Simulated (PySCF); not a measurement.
Input for PySCF: R-HF/3-21G on C2H2 (SMILES C#C).

```python
from pyscf import gto, scf, dft, mp
from pyscf.data.elements import chemcore

mol = gto.M(
    atom='''
    H    -0.00000000   -1.66786500    1.81521877
    H    -0.00000000    1.66786500    1.81521877
    C    -0.00000000   -0.60339700    1.81521877
    C    -0.00000000    0.60339700    1.81521877
    ''',
    basis='3-21g',
    charge=0, spin=0, verbose=3, max_memory=1800)
mf = scf.RHF(mol)
mf.conv_tol = 1e-8
mf.max_cycle = 100
mf.kernel()
if not mf.converged:
    mf = mf.newton().run(mf.mo_coeff, mf.mo_occ)
```

It printed:

```
converged SCF energy = -76.394841455754
```

Self-consistency was reached.

Cost: about 0.04 core-seconds (a rough figure).
